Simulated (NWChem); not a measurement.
Molecule: chloroform (CHCl$_{3}$); SMILES ClC(Cl)Cl

Program: NWChem. Structure relaxed at the PBE-D3(BJ)/def2-SVP level. Level: B3LYP/def2-SVP with SMD (1 M gas to 1 M solution), gas-phase geometry.

```
solvent      dielectric constant  solvation free energy (kcal/mol)  cavity-dispersion-structure term (kcal/mol)  dipole in solution (D)
-----------  -------------------  --------------------------------  -------------------------------------------  ----------------------
water                       78.4                              -0.9                                          1.5                    1.54
1-propanol                  20.5                              -4.8                                         -2.5                    1.52
1,4-dioxane                 2.21                        (withheld)                                         -2.1                    1.34
2-propanol                  19.3                              -5.0                                         -2.7                    1.52
methanol                    32.6                              -4.8                                         -2.4                    1.53
n-hexane                    1.88                              -4.0                                         -2.9                    1.31
ethanol                     24.9                              -4.9                                         -2.5                    1.52
```

Problem. Fill in the missing entries.

Solution. 
- 1,4-dioxane, solvation free energy (kcal/mol): -3.3
